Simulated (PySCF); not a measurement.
Geometry:
| atom | x (Å) | y (Å) | z (Å) |
| --- | --- | --- | --- |
| C1 | 2.069 | -0.281 | 0.683 |
| N2 | 0.908 | -0.505 | -0.151 |
| C3 | -0.267 | 0.285 | 0.188 |
| C4 | -0.172 | 1.755 | -0.235 |
| C5 | -1.484 | -0.391 | -0.455 |
| N6 | -1.676 | -1.696 | 0.153 |
| H7 | 2.467 | 0.744 | 0.643 |
| H8 | 1.804 | -0.507 | 1.716 |
| H9 | 2.857 | -0.966 | 0.371 |
| H10 | 1.148 | -0.354 | -1.127 |
| H11 | -0.388 | 0.223 | 1.274 |
| H12 | 0.695 | 2.229 | 0.219 |
| H13 | -0.082 | 1.829 | -1.318 |
| H14 | -1.060 | 2.297 | 0.077 |
| H15 | -2.381 | 0.207 | -0.268 |
| H16 | -1.325 | -0.435 | -1.547 |
| H17 | -0.784 | -2.182 | 0.149 |
| H18 | -2.339 | -2.246 | -0.384 |

Geometry: GFN2-xTB; GIAO shifts from PySCF 2.14, gas phase, non-relativistic, averaged over equivalent atoms.

At WP04/ANO-RCC-VDZP (144 basis functions, 54 s wall time on 1 thread of an Arm Neoverse N1, shared host):
```tsv
atoms	δ (ppm)
C3	61.6
C5	53.3
C1	36.6
C4	18.6
N2	55.8
N6	32.6
H15	2.55
H7/H8/H9	2.51
H16	2.50
H11	2.45
H17/H18	1.15
H12/H13/H14	0.94
H10	-0.35
```

Scale: 13C (σref 179.81), 1H (σref 32.08) against TMS; 15N (σref 256.04) vs NH3 (reference shieldings calculated alike).

Task: What do these become at PBE0/pcSseg-1?

Result: 
```json
{"atoms": "C3", "δ at PBE0/pcSseg-1": "60.4", "change": "-1.2"}
{"atoms": "C5", "δ at PBE0/pcSseg-1": "54.9", "change": "+1.6"}
{"atoms": "C1", "δ at PBE0/pcSseg-1": "37.2", "change": "+0.6"}
{"atoms": "C4", "δ at PBE0/pcSseg-1": "18.3", "change": "-0.3"}
{"atoms": "N2", "δ at PBE0/pcSseg-1": "55.5", "change": "-0.3"}
{"atoms": "N6", "δ at PBE0/pcSseg-1": "33.0", "change": "+0.4"}
{"atoms": "H15", "δ at PBE0/pcSseg-1": "2.82", "change": "+0.27"}
{"atoms": "H7/H8/H9", "δ at PBE0/pcSseg-1": "2.68", "change": "+0.17"}
{"atoms": "H16", "δ at PBE0/pcSseg-1": "2.61", "change": "+0.11"}
{"atoms": "H11", "δ at PBE0/pcSseg-1": "2.35", "change": "-0.10"}
{"atoms": "H17/H18", "δ at PBE0/pcSseg-1": "1.04", "change": "-0.11"}
{"atoms": "H12/H13/H14", "δ at PBE0/pcSseg-1": "0.99", "change": "+0.05"}
{"atoms": "H10", "δ at PBE0/pcSseg-1": "-0.96", "change": "-0.61"}
```

References, each an isolated molecule treated in the same way: 13C (186.93 ppm), 1H (31.72 ppm) against TMS; NH3 for 15N (267.73 ppm).

The largest change is at C5 (sp3 CH2 bonded to N). Cost: 162 basis functions, 16 s wall time on 1 thread of an Arm Neoverse V2, shared host. The order of the carbon signals is the same at both levels.

Experimental scales use liquid or dissolved standards, which lie at an offset from isolated NH3 (liquid NH3: subtract about 20 ppm).
